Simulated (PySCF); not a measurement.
CHCl3, SMILES ClC(Cl)Cl (connectivity only; charge and spin as stated), charge +1, multiplicity 2. Atoms are numbered in the order given.

```xyz
5

Cl    -1.4705     0.8490    -0.0585
C      0.0000     0.0000     0.2620
Cl     0.0000    -1.6980    -0.0585
Cl     1.4705     0.8490    -0.0585
H      0.0000     0.0000     1.4120
```
Charge +1, spin multiplicity 2.

Coordinates come from a PBE0-D3(BJ)/def2-SVP optimisation. The multiplicity is an assumed one; other spin states were not compared.

Two levels are set side by side: PBE/pcH-1 (PySCF) and B3LYP/pcH-1 (PySCF). Contact hyperfine couplings, same geometry. Differences are taken from unrounded values.

```json
[
 {"quantity": "A(iso) of 35Cl, atom Cl1 (MHz)", "B3LYP": "6.8"},
 {"quantity": "A(iso) of 13C, atom C2 (MHz)", "B3LYP": "-23.9"},
 {"quantity": "A(iso) of 35Cl, atom Cl3 (MHz)", "B3LYP": "6.8"},
 {"quantity": "A(iso) of 35Cl, atom Cl4 (MHz)", "B3LYP": "6.8"},
 {"quantity": "A(iso) of 1H, atom H5 (MHz)", "B3LYP": "483.4"}
]
```

Q: What does PBE give, and how far is it from B3LYP? (The exact figures need the calculation; the answer reports its results.)

A: 
| quantity | PBE | PBE minus B3LYP |
|---|---|---|
| A(iso) of 35Cl, atom Cl1 (MHz) | 2.0 | -4.8 |
| A(iso) of 13C, atom C2 (MHz) | -16.5 | 7.4 |
| A(iso) of 35Cl, atom Cl3 (MHz) | 2.0 | -4.8 |
| A(iso) of 35Cl, atom Cl4 (MHz) | 2.0 | -4.8 |
| A(iso) of 1H, atom H5 (MHz) | 438.1 | -45.3 |

Rough cost on one machine, each run with all the roots and properties that it gave: B3LYP against PBE within a factor of 2.
